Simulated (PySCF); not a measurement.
Compound: C6H6.
Atom-mapped SMILES: `[cH:1]1[cH:2][cH:3][cH:4][cH:5][cH:6]1` (hydrogens: H7 on C1; H8 on C2; H9 on C3; H10 on C4; H11 on C5; H12 on C6)

Linear response at PBE0/aug-cc-pVTZ (PySCF, frozen core in the response, non-relativistic). Isolated species at its PBE0-D3(BJ)/def2-TZVP geometry, gas phase.

Static isotropic polarisability: 68.40 au (10.14 Å³), principal values 44.0, 80.6, 80.6 au.

What is the polarisability at 1064 nm and at the sodium D line?

69.22 au at 1064 nm (+1.2 %), 71.20 au at 589.3 nm (+4.1 %). The rise at 589.3 nm is 3.42 times that at 1064 nm; a pure ω² law gives 3.26. The lowest singlet lies at 224 nm, shorter than both wavelengths.

What is the isotropic C6 coefficient between two such molecules, C6 = (3/π)∫α(iω)² dω?

1740 au (Eh·bohr⁶) by a ten-point quadrature over imaginary frequencies, which is 1040 eV·Å⁶ or 100 J·nm⁶/mol.

Which effective excitation energy ω̄ makes London's formula C6 = (3/4)α²ω̄ exact here?

ω̄ = 4·C6/(3α²) = 0.496 Eh = 13.5 eV. A one-pole form α(ω) = α/(1 − ω²/ω̄²) fitted to the 1064 nm value gives 10.7 eV.

The lowest 10 singlets have (eV, f): 5.53, 0.000; 6.18, 0.000; 6.32, 0.000; 6.32, 0.000; 6.82, 0.052; 6.86, 0.000; 6.86, 0.000; 6.93, 0.000; 7.07, 0.597; 7.07, 0.598. What share of the static polarisability do they carry in the sum over states α = Σ f/ω²?

18.54 au, 27.1 % of α; the largest term, 8.86 au, is that of the state at 7.07 eV. Their oscillator strengths add up to 1.25. Higher states carry the rest.

What three-body coefficient follows from the one-pole estimate C9 = (3/4)·α·C6?

89200 au. This is an estimate from the two numbers above, not a computed integral.

How many electrons N does the Slater–Kirkwood formula C6 = (3/4)·√N·α^(3/2) need to give this C6?

N = (4·C6/3)²/α³ = 16.8; the species has 42 electrons in all.

What n − 1 at the D line would an ideal gas of it have at 273.15 K and 1 atm (2.6868 × 10¹⁹ cm⁻³), by n − 1 = 2π·N·α′?

17.81 × 10⁻⁴, a formal value whether or not that pressure can be reached.
